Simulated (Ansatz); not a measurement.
Results of LDA (Ansatz, a first-principles code, plane waves, PAW) for rutile CrO2.

Numerical settings: plane-wave cutoff 500 eV, 10×10×14 k mesh (along the axes of the cell as run), Fermi–Dirac smearing 0.05 eV, magnetic order afm, spin-polarised with opposed moments, scalar-relativistic PAW data made under PBE.

Cell (relaxed at this level):

Space group P4₂/mnm (No. 136); a = b = 4.375 Å, c = 2.815 Å, α = β = γ = 90.00°

| atom | site | symmetry | x | y | z |
|---|---|---|---|---|---|
| Cr | 2a | m.mm | 0.0000 | 0.0000 | 0.0000 |
| O | 4f | m.2m | 0.3034 | 0.3034 | 0.0000 |

Problem. Estimate the magnetic moment (largest site, within a sphere) that the calculation returns.

Solution. 
- magnetic moment (largest site, within a sphere): 1.33 μB

Moments are spin moments.

Computed values are for the static lattice.

The result took about 9 core-minutes (a rough figure).
